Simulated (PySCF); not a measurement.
**C2ClF3 (chlorotrifluoroethylene): levels of theory compared**

Aim: a comparison of 5 runs (HF/STO-3G, BP86/cc-pVDZ, B3LYP/6-31G*, CAM-B3LYP/6-311+G**, CCSD(T)/def2-SVP) of C2ClF3 (chlorotrifluoroethylene). Input form: a Python script.

Program for the calculation: PySCF 2.14.0.

**1. Starting point**

C2ClF3 has 6 atoms, charge 0, and is taken as a singlet. As SMILES, `FC(F)=C(F)Cl`. Geometry: relaxed at PBE0-D4/def2-TZVP.

Bond lengths: F1–C2 1.308 Å, C2–F3 1.307 Å, C2–C4 1.324 Å, C4–F5 1.324 Å, C4–Cl6 1.693 Å. Angles: F1–C2–F3 112.6°, F1–C2–C4 123.3°, F3–C2–C4 124.1°, C2–C4–F5 120.3°, C2–C4–Cl6 123.9°, F5–C4–Cl6 115.8°.

**2. Energy and forces at HF/STO-3G (run 1)**

input.xyz

```xyz
6
C2ClF3
F      0.754980    -1.638860     0.121480
C     -0.084770    -0.642210     0.238150
F     -1.171340    -0.974840     0.883330
C      0.149100     0.567290    -0.247440
F      1.278540     0.821980    -0.890380
Cl    -0.926530     1.866650    -0.105120
```

input.py

```python
import pyscf.grad
from pyscf import gto, scf

mol = gto.Mole()
mol.atom = 'input.xyz'
mol.spin = 0
mol.basis = 'sto-3g'
mol.max_memory = 1860
mol.verbose = 3
mol.build()

mf = scf.RHF(mol)
mf.conv_tol = 1e-10
mf.kernel()
if not mf.converged:
    mf = mf.newton().run(mf.mo_coeff, mf.mo_occ)

etot = mf.e_tot
print('E = %.10f Eh' % etot)
grad = mf.Gradients().kernel()
dip = mf.dip_moment()
pop, q = mf.mulliken_pop()
```

Command:

```bash
$ OMP_NUM_THREADS=1 python input.py
```

What it wrote:

```text
converged SCF energy = -823.437202233548
E = -823.4372022335 Eh
--------------- RHF gradients ---------------
         x                y                z
0 F    -0.0375048707     0.0402422218     0.0065070871
1 C     0.0009235497    -0.0381186416     0.0111554002
2 F     0.0469234124     0.0125118225    -0.0272992514
3 C    -0.0184266214     0.0443778231    -0.0042971828
4 F    -0.0359034864    -0.0104204433     0.0211435906
5 Cl     0.0439880164    -0.0485927824    -0.0072096437
----------------------------------------------
Dipole moment(X, Y, Z, Debye):  0.37736, -0.98626,  0.11178
 ** Mulliken pop  **
pop of  0 F 1s            1.99891
pop of  0 F 2s            1.93711
pop of  0 F 2px           1.68737
pop of  0 F 2py           1.56476
pop of  0 F 2pz           1.92265
pop of  1 C 1s            1.99344
pop of  1 C 2s            1.04417
pop of  1 C 2px           0.78194
pop of  1 C 2py           0.87614
pop of  1 C 2pz           1.00197
pop of  2 F 1s            1.99890
pop of  2 F 2s            1.93672
pop of  2 F 2px           1.50379
pop of  2 F 2py           1.90482
pop of  2 F 2pz           1.76830
pop of  3 C 1s            1.99301
pop of  3 C 2s            1.08471
pop of  3 C 2px           0.82618
pop of  3 C 2py           0.89402
pop of  3 C 2pz           1.09295
pop of  4 F 1s            1.99896
pop of  4 F 2s            1.93902
pop of  4 F 2px           1.45518
pop of  4 F 2py           1.92643
pop of  4 F 2pz           1.78210
pop of  5 Cl 1s           1.99997
pop of  5 Cl 2s           1.99876
pop of  5 Cl 3s           1.94843
pop of  5 Cl 2px          1.99489
pop of  5 Cl 2py          1.99269
pop of  5 Cl 2pz          1.99941
pop of  5 Cl 3px          1.66967
pop of  5 Cl 3py          1.52026
pop of  5 Cl 3pz          1.96235
 ** Mulliken atomic charges  **
charge of    0F =     -0.11081
charge of    1C =      0.30233
charge of    2F =     -0.11253
charge of    3C =      0.10913
charge of    4F =     -0.10170
charge of    5Cl =     -0.08642
```

It took 1.6 s on 1 thread of Arm Neoverse V1, shared host; peak memory 0.11 GiB.

**3. Energy and forces at BP86/cc-pVDZ (run 2)**

calc.py

```python
from pyscf import gto, dft

mol = gto.M(
    atom='''
F      1.426705    -3.096997     0.229564
C     -0.160192    -1.213601     0.450038
F     -2.213512    -1.842181     1.669252
C      0.281758     1.072023    -0.467594
F      2.416090     1.553317    -1.682574
Cl    -1.750888     3.527457    -0.198648
''',
    verbose=3,
    max_memory=1860,
    basis='cc-pvdz',
    unit='bohr',
)

mf = dft.RKS(mol)
mf.xc = 'bp86'
mf.conv_tol = 1e-10
mf.grids.level = 5
mf.kernel()
if not mf.converged:
    mf = mf.newton().run(mf.mo_coeff, mf.mo_occ)

energy = mf.e_tot
print(f'total energy: {energy:.8f} hartree')
grad = mf.nuc_grad_method().kernel()
dip = mf.dip_moment()
pop, q = mf.mulliken_pop()
```

Command:

```bash
$ OMP_NUM_THREADS=1 python calc.py
```

What it wrote:

```text
converged SCF energy = -835.944740847567
total energy: -835.94474085 hartree
[... 9 lines left out ...]
Dipole moment(X, Y, Z, Debye): -0.22629, -0.09149,  0.14114
[... 95 lines left out ...]
charge of    5Cl =     -0.00785
```

It took 33 s on 1 thread of Arm Neoverse V1, shared host; peak memory 0.86 GiB.

Runs 3 to 4 aren't shown in full; the table further down has their settings and results.

**4. The energy at CCSD(T)/def2-SVP (run 5)**

run.py

```python
from pyscf import gto, cc

system = gto.M(
    atom='''
F    0.754980  -1.638860   0.121480
C   -0.084770  -0.642210   0.238150
F   -1.171340  -0.974840   0.883330
C    0.149100   0.567290  -0.247440
F    1.278540   0.821980  -0.890380
Cl  -0.926530   1.866650  -0.105120
''',
    basis='def2-svp',
    verbose=4,
    max_memory=1860,
)

mf = system.RHF()
mf.conv_tol = 1e-10
mf.kernel()
if not mf.converged:
    mf = mf.newton().run(mf.mo_coeff, mf.mo_occ)

mycc = cc.CCSD(mf, frozen=10)
mycc.kernel()
e_t = mycc.ccsd_t()
etot = mycc.e_tot + e_t
print('E(%s) = %.9f' % ('CCSD(T)', etot))
mf.analyze()
```

Command:

```bash
$ OMP_NUM_THREADS=1 python run.py
```

What it wrote:

```text
PySCF version 2.14.0

[... 62 lines left out ...]
converged SCF energy = -833.034359641044
[... 40 lines left out ...]
MO #4   energy= -26.3446306174783  occ= 2
[... 11 lines left out ...]
MO #16  energy= -0.901296125476971 occ= 2
[... 11 lines left out ...]
MO #28  energy= -0.388093434698411 occ= 2
[... 11 lines left out ...]
MO #40  energy= 0.73463130824033   occ= 0
[... 11 lines left out ...]
MO #52  energy= 1.40822763702199   occ= 0
[... 11 lines left out ...]
MO #64  energy= 2.0554608315383    occ= 0
[... 11 lines left out ...]
MO #76  energy= 3.40504507720504   occ= 0
[... 11 lines left out ...]
MO #88  energy= 4.38219894025264   occ= 0
[... 97 lines left out ...]
Dipole moment(X, Y, Z, Debye): -0.53096,  0.26583,  0.18480
```

Wall time 55 s (1 thread of Arm Neoverse V1, shared host); peak memory 0.49 GiB.

**5. The series**

| run | level | integration grid | Cartesian functions | energy (Eh) | dipole moment (D) of the reference | HOMO energy (eV) | LUMO energy (eV) | wall time |
| --- | --- | --- | --- | --- | --- | --- | --- | --- |
| 1 | HF/STO-3G | – | no | -823.437202 | 1.06 | -7.90 | 7.55 | 1.6 s |
| 2 | BP86/cc-pVDZ | 5 | no | -835.944741 | 0.28 | -5.85 | -0.44 | 33 s |
| 3 | B3LYP/6-31G* (Cartesian functions) | 5 | yes | -835.861596 | 0.31 | -6.85 | 0.47 | 40 s |
| 4 | CAM-B3LYP/6-311+G** | 5 | no | -835.918523 | 0.59 | -9.03 | 0.64 | 2.1 min |
| 5 | CCSD(T)/def2-SVP | – | no | -834.017254 | 0.62 | -10.56 | 4.52 | 55 s |

**6. Results**

| quantity | value |
| --- | --- |
| run 5: total energy | -834.01725 Eh |
| run 5: dipole moment (Hartree–Fock density) | 0.62 D |
| run 5: HOMO energy (Hartree–Fock orbitals) | -10.56 eV |
| run 5: LUMO energy (Hartree–Fock orbitals) | 4.52 eV |
| run 5: HOMO–LUMO gap (Hartree–Fock orbitals) | 15.08 eV |
| run 5: correlation energy (10 core orbitals frozen) | -982.9 mEh |
| run 5: (T) correction | -23.77 mEh |
| run 5: T1 diagnostic | 0.012 |

**Reading.** Over runs 1, 2, 3, 4 the dipole moment (its size) runs from 0.28 D (BP86/cc-pVDZ) to 1.06 D (HF/STO-3G). The two ends differ in method and basis. Over runs 1, 2, 3, 4 the HOMO–LUMO gap runs from 5.41 eV (BP86/cc-pVDZ) to 15.45 eV (HF/STO-3G). Totals of different functionals can't be ranked against each other. In run 1 the basis is minimal, so the values are rough. All runs together took 4.2 min, the longest 2.1 min.
